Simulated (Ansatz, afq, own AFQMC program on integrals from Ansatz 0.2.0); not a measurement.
## WHCl2, sextet: AFQMC among the cluster methods

```yaml
atoms:
  - { symbol: W, position_ang: [0.0000, -0.2634, 0.0000] }
  - { symbol: Cl, position_ang: [0.0000, 0.7110, -2.0304] }
  - { symbol: Cl, position_ang: [0.0000, 0.7110, 2.0304] }
  - { symbol: H, position_ang: [0.0000, -1.9793, 0.0000] }
```

Connectivity, by distances: Cl–WH–Cl.

Basis def2-SVP with its core potentials. Noble-gas cores (and the filled d shells of Ga–Kr and In–Xe) are frozen. Ansatz 0.2.0 and our own AFQMC program on the same integrals; the CISD trial comes from CCSD amplitudes, and released means the phaseless constraint is let go. Error bars are statistical, one sigma. No spin–orbit coupling. The metal's outer-core s and p shells are frozen, which shifts wave-function levels against functionals.

Determinant: UHF, the one that the program's search chose, which needn't be the lowest solution. The geometry is a PBE0/def2-TZVP stationary point of this or a neighbouring charge and spin state.

No full CI on the walks' own integrals is used here; CCSDT(Q) serves as the reference and is uncertain by about the last step of the cluster series.

Cautions: no spin-orbit coupling; outer-core shells of the metal frozen; another spin lies lower (by 4.25 eV); the ph-AFQMC/HF walk drifts between its halves (2.6 errors).

```
T1 diagnostic                               : 0.0323
weight of the determinant in the CISD state : 0.821
⟨S²⟩ of the determinant                     : 8.768
size of the correlated space                : 21 electrons in 59 orbitals
```

Reference: CCSDT(Q), correlation energy -10.898 eV. The released energy is read at 1.20 1/Eh (meV from the phaseless value at times in 1/Eh: -22 ± 7 at 0.24, -32 ± 8 at 0.48, -36 ± 12 at 0.80, -37 ± 17 at 1.20).

```tsv
level	E − E(reference) (kJ/mol)	share of correlation (%)
HF	1051.5	0.00
MP2	118.5	88.73
CCSD	35.5	96.62
CCSD(T)	7.1	99.32
CCSDT	2.8	99.73
ph-AFQMC/HF	-13.1 ± 2.7	101.25
ph-AFQMC/CISD	1.0 ± 0.8	99.90
released AFQMC	-2.6 ± 1.6	100.24
```

A walk keeps the symmetry of its determinant, which the program's search chose and which needn't be the lowest solution, so a lower state of the same spin and another symmetry isn't excluded. Released energies are given only where the last usable release times agree within the noise; a slower fall can still hide under it.
